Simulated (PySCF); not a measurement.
**How methods differ on the electron affinity of S**

S⁻ [Ne] 3s2 3p5 (2P) → S [Ne] 3s2 3p4 (3P), as a difference of total energies. Computed with PySCF 2.14 in aug-cc-pCVTZ-DK (8s7p5d3f, 75 functions), with the spin-free X2C one-electron Hamiltonian (Gaussian nucleus). Correlated levels: valence and next inner shell: 1s2 frozen. The calculations carry no spin-orbit coupling.

```csv
method,electron affinity (eV)
UHF,0.873
MP2 (valence and next inner shell),1.925
SCS-MP2 (valence and next inner shell),1.921
CCSD (valence and next inner shell),1.848
CCSD(T) (valence and next inner shell),1.937
```

Task: How much does correlation contribute at CCSD(T) (valence and next inner shell)?

Result: 1.937 − (0.873) = 1.064 eV, measured against UHF.

Errors of the correlated levels include the incompleteness of this basis and the frozen core.

For comparison: 2.077 eV (measured; photodetachment measurements, as compiled on the Wikipedia data page of electron affinities).
